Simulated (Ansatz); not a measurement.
NaCl (rock salt): values from a third-order Birch-Murnaghan fit to a volume scan beside measured ones. Computed values: r2SCAN (plane waves to 500 eV, PAW, scalar-relativistic; Ansatz, an electronic-structure program). NaCl was relaxed with its symmetry unable to fall.

| quantity | reference | kind | r2SCAN | difference |
|---|---|---|---|---|
| Lattice constant a (Å) | 5.569 | measured, corrected to the static lattice | 5.608 | +0.7 % |
| Bulk modulus B₀ (GPa) | 27.6 | measured, corrected to the static lattice | 27.5 | -0.5 % |

r2SCAN overestimates the lattice constant a by 0.7 %. For the bulk modulus B₀ it lies within 5 % of the reference.

References as given in: Daniel Mejia-Rodriguez, S. B. Trickey, Physical Review B (2018), arXiv:1807.09216.

(A scan under strain: stresses follow from slopes of the energy per volume, elastic moduli from its curvatures.)
